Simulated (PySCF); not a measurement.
Isomers of C4H9N, one conformer each; single-point electronic energies without zero-point terms and without any empirical dispersion term.

All values: B3LYP/def2-SVPD (PySCF, non-relativistic), each on one gas-phase PBE0-D3(BJ)/def2-SVP geometry that isn't relaxed in the solvent. The solvent is an IEF-PCM continuum (van der Waals radii × 1.2). Only the electrostatic response of the medium enters.

```csv
isomer,"relative energy, gas (kcal/mol)",dipole (D)
`C/C=N/CC`,0.0,1.43
`C=C[C@H](C)N`,7.3,1.45
```

Question: How do the relative energies look in benzene (ε = 2.271)?

Answer: 
| isomer | relative energy, solvent (kcal/mol) | E(solvent) − E(gas) (kcal/mol) | dipole in solvent (D) |
| --- | --- | --- | --- |
| `C/C=N/CC` | 0.0 | -1.5 | 1.71 |
| `C=C[C@H](C)N` | 6.7 | -2.1 | 1.68 |

The order is unchanged. Conformers: `[CH3:1]/[CH:2]=[N:3]/[CH2:4][CH3:5]` with C2–N3–C4–C5 120°; `[CH2:1]=[CH:2][C@H:3]([CH3:4])[NH2:5]` with C1–C2–C3–C4 -110°, C2–C3–N5–H 63° and 179°. `C=C[C@H](C)N` gains most from the continuum, and it has the largest gas-phase dipole. The gains span 0.6 kcal/mol, the gas-phase energies 7.3 kcal/mol.
